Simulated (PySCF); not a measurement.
Dipole moment and polarisability of silanethione

Compound: silanethione, H2SSi.
Geometry (GFN2-xTB, Å), atoms numbered from 1 in this order:
```
atom  x, y, z in Å
Si1   -0.0695    0.0051   -0.2178
S2     1.9008   -0.1067   -0.3572
H3    -0.8864    1.1126   -0.6866
H4    -0.9347   -1.0063    0.3671
```

Level: CAM-B3LYP/def2-SVPD (PySCF), static field, nuclei fixed, core orbitals frozen in the response. The polarisability tensor in these axes (au):

```
x   66.78 -1.43 -1.91
y   -1.43 43.53 -1.43
z   -1.91 -1.43 41.24
```

Q: Give the principal values, the mean and the anisotropy Δα = √{½[(α1 − α2)² + (α2 − α3)² + (α1 − α3)²]}.

A: Principal values 40.35, 44.21 and 67.00 au; mean 50.52 au = 7.49 Å³ = 8.33 × 10⁻⁴⁰ C²·m²/J; Δα = 24.95 au (49 % of the mean).

Q: What is the dipole moment, and where does it point?

A: (-3.08, 0.17, 0.22) D, 3.10 D in size, pointing from the negative to the positive side. Measured along this direction, the outermost atoms are S2 at the negative end and H4 and H3 at the positive end.

Q: Molar refractivity from α?

A: Lorentz–Lorenz: R = (4π/3)N_A α = 2.5225 cm³/(mol·Å³) × 7.49 Å³ = 18.9 cm³/mol, in the limit of long wavelengths.

Q: Rayleigh depolarisation ratio (linearly polarised light, static tensor)?

A: ρ = 3Δα²/(45ᾱ² + 4Δα²) = 1866.8/(114844 + 2489.1) = 0.0159.

Q: Give the eigenvalues of the traceless quadrupole moment Θ = ½Σq(3rr − r²1), origin at the centre of nuclear charge.

A: -2.53, 0.97, 1.56 D·Å. The values depend on the origin, since the dipole doesn't vanish. The electronic extent ⟨r²⟩ about the same centre is 199 bohr², a root-mean-square distance of 1.32 Å for the 32 electrons.

Q: Find the Langevin capture rate constant for H3O+ (19.018 u) meeting this molecule (61.965 u), k = 2.342 × 10⁻⁹ cm³/s × √(α in Å³ / reduced mass in u).

A: The reduced mass is 14.55 u, so k = 1.68 × 10⁻⁹ cm³/s. The formula leaves out the permanent dipole, which adds to the capture rate.

Q: How large is μ²/3kT at 273 K beside α?

A: In Gaussian units μ²/3kT = 84.86 Å³ against 7.49 Å³, a ratio of 11.34; the Debye molar polarisation (4π/3)N_A(α + μ²/3kT) is 232.9 cm³/mol, leaving out the vibrational part.

Isolated species at its GFN2-xTB geometry, gas phase.

The run behind these numbers computed excited states as well. The run took 1.6 s on one thread of an Arm Neoverse V2, shared host.
